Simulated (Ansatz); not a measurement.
# C2H6O: the cost of one run

Computed with Ansatz 0.2.0, driven from Python. Level of theory: Hartree-Fock/cc-pVDZ.

### 1 The structure

Bond lengths: H1–C2 1.094 Å, C2–H3 1.093 Å, C2–O4 1.421 Å, O4–C5 1.421 Å, C2–H6 1.094 Å, C5–H7 1.094 Å, C5–H8 1.094 Å, C5–H9 1.093 Å. Angles: H1–C2–H3 108.6°, H1–C2–O4 110.5°, H1–C2–H6 110.2°, H3–C2–O4 108.4°, H3–C2–H6 108.6°, O4–C2–H6 110.5°, C2–O4–C5 111.5°, O4–C5–H7 110.5°, O4–C5–H8 110.5°, O4–C5–H9 108.4°, H7–C5–H8 110.2°, H7–C5–H9 108.6°, H8–C5–H9 108.6°.

No structure file is read: the coordinates are typed or built in the script.

### 2 The script

Input file c2h6o.py:

```python
'''Energy of C2H6O as one group turns about a bond.'''

import ansatz as az
from ase import Atoms


def main() -> None:
    atoms = Atoms(['H', 'C', 'H', 'O', 'C', 'H', 'H', 'H', 'H'], positions=[
        (1.2123, -0.5324, 0.9294),
        (1.1352, 0.2535, 0.1719),
        (2.1074, 0.3655, -0.3156),
        (0.1767, -0.1001, -0.816),
        (-1.1177, -0.2634, -0.2525),
        (0.8679, 1.205, 0.6416),
        (-1.1133, -1.066, 0.4913),
        (-1.4577, 0.6715, 0.2036),
        (-1.8109, -0.5335, -1.0537),
    ])

    # relax first, so that the scan starts from a minimum
    first = (
        az.Crystal.molecule_from_ase(atoms).calculation()
        .basis(gaussian='cc-pVDZ')
        .functional('hf')
        .relax(force_tolerance=0.02, max_steps=80)
    )
    atoms.positions = first.run(threads=1, pin='off').report['positions_ang']

    start = atoms.get_dihedral(4, 3, 1, 0)
    energies = {}
    for turn in range(0, 121, 20):
        turned = atoms.copy()
        turned.set_dihedral(4, 3, 1, 0, start + turn, indices=[0, 1, 2, 5])
        job = az.Crystal.molecule_from_ase(turned).calculation()
        job = job.basis(gaussian='cc-pVDZ')
        job = job.functional('hf')
        energies[round((start + turn) % 360)] = job.run(threads=1, pin='off').report['free_energy_ev']
    floor = min(energies.values())
    print('dihedral C4-O3-C1-H0 (deg)   E - E(min) (eV)')
    for angle, e in sorted(energies.items()):
        print(f'{angle:8d} {(e - floor):14.3f}  ' + '#' * int(30 * (e - floor) / max(max(energies.values()) - floor, 1e-9)))


if __name__ == '__main__':
    main()
```

### 3 The calls as engine input

The package turns the script's settings into the engine's input (first run):

```yaml
crystal:
  periodic: [false, false, false]
  atoms:
    - { symbol: H, position_ang: [1.2123, -0.5324, 0.9294] }
    - { symbol: C, position_ang: [1.1352, 0.2535, 0.1719] }
    - { symbol: H, position_ang: [2.1074, 0.3655, -0.3156] }
    - { symbol: O, position_ang: [0.1767, -0.1001, -0.816] }
    - { symbol: C, position_ang: [-1.1177, -0.2634, -0.2525] }
    - { symbol: H, position_ang: [0.8679, 1.205, 0.6416] }
    - { symbol: H, position_ang: [-1.1133, -1.066, 0.4913] }
    - { symbol: H, position_ang: [-1.4577, 0.6715, 0.2036] }
    - { symbol: H, position_ang: [-1.8109, -0.5335, -1.0537] }
basis:
  gaussian:
    orbitals: cc-pVDZ
hamiltonian:
  xc: hf
relax:
  f_tol: 0.02
  max_steps: 80
```

### 4 The run

On the command line:

```console
> python c2h6o.py
```

**Question.** How long does this script take on 1 thread of AMD EPYC 7R43 (Zen 3), shared host, and how much memory does it need?

About 8.9 s, with a peak of 0.21 GiB.
